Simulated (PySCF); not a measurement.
**CF₃: one-bond stretch**

Method: PySCF, Ur2SCAN, basis C def2-TZVP, F def2-TZVP (no relativity, density fitting).

Rigid scan from the doublet minimum (C–F 1.321 Å (×3); F–C–F 111.2° (×3)). Coordinate: the bond from C to the last atom (F) scaled, the rest fixed. Energies in kJ/mol from the minimum.

Predict the curve at 0.92, 0.96, 1.00, 1.05, 1.12, 1.20, 1.35, 1.55, 1.80, 2.20.


```csv
scale of one bond,E (kJ/mol),dipole size (D),⟨S²⟩
0.92,27.3,0.57,0.75
0.96,6.0,0.35,0.75
1.00,0.0,0.26,0.75
1.05,7.2,0.45,0.75
1.12,34.1,0.87,0.75
1.20,76.7,1.39,0.75
1.35,164.1,2.31,0.76
1.55,262.0,–,0.79
1.80,333.3,–,0.83
2.20,380.1,–,0.79
```

Other isomers or separated fragments may lie lower.

The scan took 47 s on 4 threads of a shared AMD EPYC 7R43 64-Core (Zen 3) host; the process peaked at 1.2 GiB.
